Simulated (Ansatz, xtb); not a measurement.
## Relative energy of two isomers of C6H6

We compare X, `C#CCC#CC`, a singlet, with Y, `C#CC(C)C#C`, a singlet. Both are isolated molecules in the gas phase, relaxed with B3LYP-D3(BJ)/def2-SVP.

Question: Estimate which is lower in electronic energy at CCSD(T)/def2-SVP + ΔMP2/def2-TZVPP, and by roughly how much.

Answer: The CCSD(T)/def2-SVP + ΔMP2/def2-TZVPP calculation puts structure X lower, by 3.6 kcal/mol.

The same difference at several levels:

```json
{"level": "GFN2-xTB", "geometry": "GFN2-xTB", "E(Y) − E(X) (kcal/mol)": "+6.3", "departure from the last row (kcal/mol)": "+2.8", "job, with rough time for the two": "optimisation, 0.15 s"}
{"level": "HF/STO-3G", "geometry": "GFN2-xTB", "E(Y) − E(X) (kcal/mol)": "+7.2", "departure from the last row (kcal/mol)": "+3.7", "job, with rough time for the two": "single point, 0.36 s"}
{"level": "r2SCAN-D4/def2-SVP", "geometry": "GFN2-xTB", "E(Y) − E(X) (kcal/mol)": "+6.6", "departure from the last row (kcal/mol)": "+3.1", "job, with rough time for the two": "single point, 4.7 s"}
{"level": "B3LYP-D3(BJ)/def2-SVP", "geometry": "B3LYP-D3(BJ)/def2-SVP", "E(Y) − E(X) (kcal/mol)": "+6.1", "departure from the last row (kcal/mol)": "+2.6", "job, with rough time for the two": "optimisation, 39 s"}
{"level": "HF/def2-SVP", "geometry": "B3LYP-D3(BJ)/def2-SVP", "E(Y) − E(X) (kcal/mol)": "+6.7", "departure from the last row (kcal/mol)": "+3.1", "job, with rough time for the two": "part of the CCSD(T) run"}
{"level": "MP2/def2-SVP", "geometry": "B3LYP-D3(BJ)/def2-SVP", "E(Y) − E(X) (kcal/mol)": "+3.8", "departure from the last row (kcal/mol)": "+0.3", "job, with rough time for the two": "part of the CCSD(T) run"}
{"level": "CCSD(T)/def2-SVP", "geometry": "B3LYP-D3(BJ)/def2-SVP", "E(Y) − E(X) (kcal/mol)": "+4.0", "departure from the last row (kcal/mol)": "+0.4", "job, with rough time for the two": "single point"}
{"level": "CCSD(T)/def2-SVP + ΔMP2/def2-TZVPP", "geometry": "B3LYP-D3(BJ)/def2-SVP", "E(Y) − E(X) (kcal/mol)": "+3.6", "departure from the last row (kcal/mol)": "", "job, with rough time for the two": "single point, 51 s"}
```

As drawn, both hold the same kinds of bond in the same numbers.

None of the levels shown reverses the order. The largest departure from CCSD(T)/def2-SVP + ΔMP2/def2-TZVPP is that of HF/STO-3G, 3.7 kcal/mol. The last row adds to CCSD(T) the change of the MP2 difference between the two basis sets, here −0.4 kcal/mol.

With thermal terms from frequencies at re-optimised GFN2-xTB minima (ideal gas, soft modes damped towards free rotors, one conformer each, 298.15 K, 1 atm): on the last row, ΔE + ΔZPE = +3.6, ΔH = +3.4, ΔG = +4.4 kcal/mol.

The correlated steps freeze 6 core orbitals. Programs: Ansatz 0.2.0, xtb 6.7.1; the last row on 2 threads of Arm Neoverse V1 on a shared host.
